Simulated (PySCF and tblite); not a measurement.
Values are calculated unless marked as measured or tabulated.
C₄H₇N, numbered as in [C-:1]#[N+:2][CH2:3][CH2:4][CH3:5].

Geometries PBE0-D3(BJ)/def2-SVP; weights from PBE0-D3(BJ)/pcSseg-1 (IEF-PCM, chloroform) energies and GFN2-xTB thermal corrections, with symmetry numbers and mirror pairs. Conformers within 3 kcal/mol (GFN2-xTB free energy) were kept, 3 at most. Couplings: B3LYP/6-31G* with pcJ-1 on H (gas phase; spin-dipole term only for pairs with B, N, F, Si or P). Couplings are for ¹H; a prime marks the second kind of pair between the same two sets of atoms. H–H couplings come out 0.1 to 0.9 Hz lower than with pcJ-1 on all atoms. Programs: PySCF with density fitting and tblite.

Torsions listed: N2–C3–C4–C5. Of a mirror pair one member is shown.

```
conformer  shape  weight %
        1   -61°      79.4
        2   180°      20.6
```

Problem. Give the couplings in each conformer and the averages at 298.15 K (pairs that fast motion interchanges averaged).

Solution. 
| coupling | pairs | 1 | 2 | average (Hz) |
| --- | --- | --- | --- | --- |
| ²J(H3,H3) | 1 | -17.2 | -17.0 | -17.2 |
| ³J(H3,H4) | 2 | 3.6 | 13.8 | 5.7 |
| ³J(H3,H4′) | 2 | 8.8 | 4.8 | 7.9 |
| ²J(H4,H4) | 1 | -15.6 | -15.0 | -15.4 |
| ³J(H4,H5) | 6 | 7.9 | 8.0 | 7.9 |
| ²J(H5,H5) | 3 | -14.7 | -14.7 | -14.7 |
